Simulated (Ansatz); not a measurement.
A nudged elastic band was laid between two geometries of Al2H4 (6 atoms, charge 0, multiplicity 1).

Level of theory: RKS BLYP/6-31G* in Ansatz 0.2.0.

| Item | Value |
| --- | --- |
| movable images | 7 |
| climbing image | yes |
| spring | 5.0 eV/Å² |
| optimiser | quadratic models (default) |
| start path | IDPP |
| force threshold | 0.05 eV/Å |
| iteration limit | 60 |
| end points | relaxed |

Initial state:

```xyz
6
Properties=species:S:1:pos:R:3
Al -0.673 -1.114 -0.124
Al 0.687 1.093 0.109
H -2.251 -1.118 -0.444
H 0.007 -2.564 0.039
H 1.405 1.797 -1.149
H 0.867 1.843 1.522
```

Final state:

```xyz
6
Properties=species:S:1:pos:R:3
Al -0.672 -1.115 -0.127
Al 0.686 1.093 0.112
H -0.873 -1.851 -1.544
H -1.370 -1.833 1.134
H 0.001 2.543 -0.028
H 2.269 1.099 0.406
```

(1) Which bonds break or form, and what moves?

(2) Give the energies along the band, and the barrier.

(3) What is the geometry of the highest image?

(4) What are the harmonic wavenumbers there?

The band took 3 iterations and about 50 core-seconds.

Results:

(1) No bond is made or broken. The dihedral H4–Al1–Al2–H6 goes from -90 to 90°. The two ends are copies of one structure, up to a mirror image or an exchange of like atoms.

(2) The forces met the threshold. The highest image is number 4 of 0 to 8, 2.1 kcal/mol above the ends, which have the same energy within 2 meV. A vibrational analysis at the climbing image gives one clearly imaginary mode, 165i cm⁻¹: a first-order saddle point.

```tsv
image	path coordinate (Å)	energy (kcal/mol)	dihedral H4–Al1–Al2–H6 (°)
0	0.00	0.0	-90
1	0.53	0.3	-67
2	1.06	1.0	-45
3	1.60	1.8	-22
4	2.13	2.1	0
5	2.66	1.8	23
6	3.19	1.0	45
7	3.73	0.3	67
8	4.26	0.0	90
```

(3) 
```xyz
6
Properties=species:S:1:pos:R:3:forces:R:3
Al -0.682 -1.129 -0.127 -0.01 -0.01 0.00
Al 0.696 1.107 0.112 0.01 0.01 0.00
H -1.739 -1.367 -1.316 0.01 0.01 0.00
H -0.527 -2.352 0.906 0.01 0.01 0.00
H 0.541 2.331 -0.921 -0.01 -0.01 0.00
H 1.754 1.346 1.301 -0.01 -0.01 0.00
```

(4) 165i, 276, 325, 434, 463, 546, 742, 795, 1822, 1840, 1841, 1851 cm⁻¹.

Time of the run: 54 s on 1 thread of Intel(R) Xeon(R) Processor @ 2.50GHz (Skylake/Cascade Lake), on a shared host, peak memory 0.11 GiB.
